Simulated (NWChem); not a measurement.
System: CH, doublet; SMILES [CH]

Input file for NWChem:

```
start job
memory heap 200 mb stack 700 mb global 900 mb
geometry units angstroms noautosym nocenter noautoz
  C      0.000000     0.000000    -0.161964
  H      0.000000     0.000000     0.957360
end
basis spherical
  C library sto-3g
  H library sto-3g
end
dft
  odft
  mult 2
  xc pbe0
  iterations 150
end
cosmo
  do_cosmo_smd true
  solvent water
end
task dft energy
```

The state is orbitally degenerate and is run as one real component. Coordinates come from a PBE0/def2-SVP, spin-unrestricted optimisation. No stability test was run on the SCF state. Solvent: water.

Solvent water, SMD (1 M gas to 1 M solution), gas-phase geometry. Reactions with the solvent are ignored.

**Question.** Give the results of this calculation. (PBE0/STO-3G, spin-unrestricted, SMD on the gas-phase geometry.) Quantities: basis functions; solvation free energy (kcal/mol); cavity-dispersion-structure term (kcal/mol); dipole in solution (D).

**Answer.** 
```
Quantity                                     Value
-------------------------------------------  -----
number of basis functions                        6
solvation free energy (kcal/mol)               3.9
cavity-dispersion-structure term (kcal/mol)    6.1
dipole in solution (D)                        1.19
```
